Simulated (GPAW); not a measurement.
# U-revPBE/plane waves (scalar-relativistic datasets, plane-wave cutoff 400 eV) run of NH2 (SMILES [NH2])

Wanted: a structure relaxation of NH2. 

The results are computed with GPAW 26.7.0.

5 further runs of the same task are left out: 5 that didn't finish.

## (1) The molecule

NH2: 3 atoms, total charge 0, spin state doublet. SMILES: `[NH2]`. All atoms were displaced at random from a relaxed shape. The run starts from this shape.

Bond lengths: N1–H2 0.993 Å, N1–H3 0.897 Å. Angles: H2–N1–H3 122.4°.

## (2) A structure relaxation at U-revPBE/plane waves (scalar-relativistic datasets, plane-wave cutoff 400 eV)

Contents of mol.xyz:

```xyz
3

N      0.186096    -0.152422     0.166374
H      0.157953     0.838231     0.224212
H     -0.374096    -0.619801    -0.355531
```

Contents of mol.py:

```python
from ase.io import read, write
from ase.optimize import LBFGSLineSearch
from gpaw import GPAW, PW

atoms = read('mol.xyz')
atoms.center(vacuum=3.0)
atoms.set_initial_magnetic_moments([1.0, 0.0, 0.0])

calc = GPAW(mode=PW(400),
            xc='revPBE',
            occupations={'name': 'fermi-dirac', 'width': 0.0, 'fixmagmom': True},
            eigensolver='rmm-diis',
            maxiter=100,
            symmetry='off',
            txt='-')
atoms.calc = calc

opt = LBFGSLineSearch(atoms, trajectory='mol.traj')
converged = opt.run(fmax=0.03, steps=100)
print('Converged:', converged)
print(f'Final energy = {atoms.get_potential_energy():.5f} eV')
print(f'r(H2-N0): {atoms.get_distance(2, 0):.4f} Ang')
print(f'r(H1-N0) = {atoms.get_distance(1, 0):.4f} Ang')
write('relaxed.xyz', atoms)
```

Started as:

```bash
$ python mol.py > mol.log
```

The log of the run:

```text
[...]
  mode=PW(ecut=400.0),
[...]
Number of symmetries: 1
[...]
  Number of IBZ points: 1
[...]
Cutoff: 400.0 eV
Spin-components: 2 (collinear spins)
Bands:           6
[...]
  Valence electrons: 7.0
[...]
  Grid points: [32 35 32]
  Charge: 0.0  # |e|
[...]
    cutoffs:
[...]
occupation numbers:
  Fixed magnetic moment: 1.000
[...]
xc functional:
  name: revPBE with 2 nearest neighbor stencil
[...]
|iter     |     time |      energy | eigst |  dens |  magmom |
[...]
|iter:   1| 00:00:01 |   -6.401613 | +1.54 |       |  +1.0004|
[...]
Converged in 16 steps
[...]
dipole moment: (-0.211426, 0.161579, -0.168950)  # |e|*Ang
Total magnetic moment: (0.000000, 0.000000, 1.000000)
[...]
Converged in 16 steps
[...]
Converged in 11 steps
[...]
Converged in 11 steps
[...]
Converged in 13 steps
[...]
|iter:  12| 00:00:18 |  -11.539147c| -7.79c| -5.31c|  +1.0000|
Converged in 12 steps
[...]
Energy contributions relative to reference atoms: (reference = -1508.479682)
Energy contributions:
  Kinetic:           3.599191
  Coulomb:          -4.338539
  Zero:             -0.038286
  External:          0.000000
  Xc:              -10.761512
  Entropy:           0.000000
  Spinorbit:         0.000000
  ----------------------------
  Free energy:     -11.539147
  Extrapolated:    -11.539147
[...]
Total magnetic moment: (0.000000, 0.000000, 1.000000)
Local magnetic moments
|        x |        y |         z |
|----------|----------|-----------|
| 0.000000 | 0.000000 |  0.327698 |  # N    0
| 0.000000 | 0.000000 | -0.006673 |  # H    1
| 0.000000 | 0.000000 | -0.006624 |  # H    2
Fermi levels: -2.482, -5.414
Eigenvalues  # (at kpt = [0.000, 0.000, 0.000])
| band index |      eig [eV] | occ [0-1] |      eig [eV] | occ [0-1] |
|------------|---------------|-----------|---------------|-----------|
|          0 |       -21.034 |     1.000 |       -19.774 |     1.000 |
|          1 |       -10.868 |     1.000 |       -10.520 |     1.000 |
|          2 |        -7.528 |     1.000 |        -6.978 |     1.000 |
|          3 |        -6.932 |     1.000 |        -3.896 |     0.000 |
|          4 |        -1.068 |     0.000 |        -0.908 |     0.000 |
|          5 |         1.481 |     0.000 |         1.585 |     0.000 |
Gap: 2.829 eV
Transition (v -> c):
[...]
Forces  # eV/Ang
|        x |        y |        z |
|----------|----------|----------|
| -0.00146 | -0.02678 |  0.00476 |  # N    0
|  0.01320 | -0.01108 |  0.01434 |  # H    1
| -0.00548 | -0.00845 | -0.00813 |  # H    2
Force computation time: 0.029  # s
LBFGSLineSearch:    6 hh:mm:ss      -11.539147        0.027242
Converged: True
Final energy = -11.53915 eV
r(H2-N0): 1.0551 Ang
r(H1-N0) = 1.0552 Ang
```

Wall time 18 s (1 thread of AMD EPYC 9R45 (Zen 5), shared host); peak memory 0.21 GiB.

The path in brief:

```csv
step,energy from the first frame kept (eV),largest force (eV/Å)
0,0.0000,9.1770
1,-0.6125,3.9323
2,-0.7782,1.7349
3,-0.8317,0.9425
4,-0.8627,0.9090
5,-0.8734,0.2641
6,-0.8745,0.0272
```

After the run. Bond lengths: N1–H2 1.055 Å, N1–H3 1.055 Å. Angles: H2–N1–H3 100.2°.

## (3) Results

At U-revPBE/plane waves (scalar-relativistic datasets, plane-wave cutoff 400 eV):

| quantity | value |
| --- | --- |
| energy as printed (from the program's reference atoms) | -11.5391 eV |
| dipole moment | 1.67 D |
| HOMO energy (from the vacuum level) | -7.34 eV |
| LUMO energy (from the vacuum level) | -4.30 eV |

**Reading.** At the final geometry: Bond lengths: N1–H2 1.055 Å, N1–H3 1.055 Å. Angles: H2–N1–H3 100.2°. The optimisation took 6 steps and changed the energy by -0.874 eV.
